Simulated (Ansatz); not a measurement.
A made-up structure of C2H5Si (charge -1), closed shell:

C1  (-0.597, 0.914, -0.699)
C2  (-0.389, -0.537, -0.401)
Si3  (0.659, -1.178, 0.779)
H4  (-1.661, 1.181, -0.591)
H5  (-0.370, 1.127, -1.756)
H6  (0.765, -1.695, -0.539)
H7  (1.603, -0.513, 1.785)
H8  (0.784, -2.654, 0.985)
(Å)

It is relaxed with PBE-D4/def2-SVPD and then PBE0-D4/def2-TZVPD (Ansatz 0.2.0). Atoms count as bonded within 1.22 times the sum of their covalent radii (H–H: 0.88 Å). The end point is not checked to be a true minimum.

Problem. Does its bonding change? (A judgement: the text doesn't fix the answer.)

Solution. By the calculation: No: no bond forms or breaks.

Where it ends: The first stage lowers the energy by 4.99 eV in 17 steps. It ends as C₂H₅Si ([CH2][C][SiH3]), total charge -1:
C1  (-0.909, 0.636, -0.715)
C2  (-0.657, 0.008, 0.441)
Si3  (0.742, -1.149, 0.522)
H4  (-1.743, 1.349, -0.827)
H5  (-0.337, 0.522, -1.660)
H6  (1.626, -1.409, -0.709)
H7  (1.749, -0.770, 1.580)
H8  (0.323, -2.540, 0.931)
(Å)

Labels in which every atom is bracketed show which atoms are joined, not bond orders.

For scale, one of the runs: PBE0-D4/def2-TZVPD relaxation, 162 basis functions, launched by `ansatz run in.yaml --threads 2 --pin off --events-out ev --progress --plain --max-ram 4352MiB`. The run took about 9 s on 2 CPU threads of an AMD EPYC 9R45 (shared host).
